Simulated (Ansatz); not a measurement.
`O=C=C(O)O`, relaxed with RKS PBE-D4/def2-SVP in the Gaussian-basis code of Ansatz from a rough embedded geometry. The force threshold is 0.03 eV/Å; the program also tests the step.

Total charge 0; spin multiplicity 1.

Start:

```xyz
7

O     1.166    1.844    1.069
C     0.571    0.973    0.417
C    -0.081    0.007   -0.212
O    -0.357    0.113   -1.443
O    -0.403   -1.148    0.482
H    -0.839   -0.711   -1.726
H    -0.057   -1.078    1.413
```

By how much does the energy fall, and how many steps does the optimiser take? (Best estimate.)

Ansatz gave: 76.94 kJ/mol, in 17 steps, 1 of them rejected.

Which bonds change most? (Estimate.)

Computed: C3–O4 from 1.266 to 1.377 Å; O1–C2 from 1.240 to 1.183 Å; O5–H7 from 0.996 to 0.980 Å; O4–H6 from 0.996 to 0.980 Å.

Give the relaxed structure. (An estimate is asked.)

The calculation gave: 
```xyz
7

O     1.008    2.114    0.795
C     0.524    1.103    0.417
C    -0.019   -0.041   -0.016
O    -0.014   -0.338   -1.360
O    -0.585   -0.916    0.882
H    -0.931   -0.237   -1.692
H     0.017   -1.685    0.974
```
